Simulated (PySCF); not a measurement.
# Spin-Hamiltonian simulation

Molecule: SMILES N(CC)C, C₃H₉N.

Cartesian coordinates in Å; atom numbers follow the order of the lines, from 1:
```xyz
13

C    -1.8481   -0.0129    0.2449
C    -0.4521   -0.4493   -0.1758
N     0.5058    0.6097    0.0811
C     1.8630    0.2467   -0.2634
H    -2.1163    0.9052   -0.2706
H    -2.5748   -0.7835    0.0007
H    -1.8839    0.1702    1.3171
H    -0.1835   -1.3900    0.3410
H    -0.4358   -0.6489   -1.2523
H     0.4603    0.8695    1.0629
H     2.5244    1.0772   -0.0233
H     1.9127    0.0613   -1.3369
H     2.2241   -0.6549    0.2569
```

- GIAO PBE0/pcSseg-1 shieldings
- geometry: GFN2-xTB
- B3LYP/pcJ-1 coupling constants (spin–dipole term only in couplings to heteroatoms)
- run in PySCF 2.14.0 with density-fitted response routines
- relativity neglected, rapidly exchanging positions averaged, one conformer, in vacuum

δ = σ(ref) − σ, references computed at the same level: ¹H (31.72 ppm) vs TMS.

Shifts (ppm): H5/H6/H7 1.18, H8/H9 2.59.
Couplings (Hz): H5–H6, H5–H7, H6–H7: -13.2; H5–H8, H5–H9, H6–H8, H6–H9, H7–H8, H7–H9: 7.4; H8–H9: -9.9.

The 5-spin Hamiltonian (Zeeman plus full scalar coupling among like nuclei) was diagonalised exactly; lines are Lorentzian, 0.7 Hz wide, and the maxima above 3 % are listed with the tallest set to 100.

Question: Give the ¹H peak list of this spin system at 300 MHz.

Answer: 
δ in ppm (height): 2.627 (15), 2.603 (47), 2.578 (49), 2.553 (17), 1.205 (50), 1.180 (100), 1.155 (47)

Question: And at 400 MHz?

Answer: 
| Hz | ppm | height |
| --- | --- | --- |
| 1047.2 | 2.618 | 16 |
| 1039.8 | 2.599 | 48 |
| 1032.4 | 2.581 | 49 |
| 1025.0 | 2.562 | 17 |
| 479.4 | 1.198 | 51 |
| 472.0 | 1.180 | 100 |
| 464.6 | 1.161 | 48 |

Question: Among coupled protons with different shifts, which pair is furthest from first order, and how does the field change that?

Answer: H5 and H8: Δν/J is about 57.2 at 300 MHz (close to first order) and 76.2 at 400 MHz (close to first order). J in Hz doesn't depend on the field, while Δν in Hz grows in proportion to it.

OH and NH positions are those of a molecule without intermolecular hydrogen bonds; in solution they move with solvent, concentration and temperature, and exchange usually removes their couplings. Unscaled 3J(H,H) at this level run about 10 % above measured values.
